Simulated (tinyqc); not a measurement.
Worked calculation: RHF in the sto-3g basis, for HF, spin multiplicity 1. One step of it, computed by the program tinyqc.

Task: Iteration 3: DIIS coefficients. Solve [B -1; -1 0][c; lambda] = [0; -1] for the coefficients, which sum to one.

B (overlaps of the stored error matrices):
```
,1,2,3
1,9.4362736e-01,1.6555524e-01,5.0275128e-03
2,1.6555524e-01,4.6832588e-02,3.3113541e-03
3,5.0275128e-03,3.3113541e-03,1.0131522e-03
```

Give: DIIS coefficients.

Result:

DIIS coefficients: 0.015  -0.112  1.097
